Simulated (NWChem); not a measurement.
# Correlation energy of CH2 (+1)

```xyz
3

C      0.0000     0.0000     0.0924
H      1.0572     0.0000    -0.2771
H     -1.0572     0.0000    -0.2771
```
Charge +1, spin multiplicity 2.

All runs are NWChem calculations. The geometry was optimised at UPBE/def2-SVP, a minimum by its harmonic frequencies.

Basis set: cc-pVQZ. Each correlation energy counts from its own Hartree-Fock reference.

The correlated methods keep 1 core orbital frozen. This spin state was chosen for the runs; another may lie lower. The structure started from a generated list of species. The unpaired electrons of the parent sit in orbitals of symmetry a1 (C2v labels of the run); other states weren't searched. The stability of the SCF solutions was not checked. Open-shell Hartree-Fock references start from PBE0 orbitals. No row is a measurement; the coupled-cluster row has its own basis-set and correlation limits.

**Question.** One of these methods gave a correlation energy of -127.0 mHa. Which?
A. CCSD on ROHF
B. UMP2
C. CCSD[T] on ROHF
D. SCS-UMP2

**Answer.** C, CCSD[T] on ROHF. The others give -102.6 (UMP2), -111.6 (SCS-UMP2), -124.4 (CCSD on ROHF).
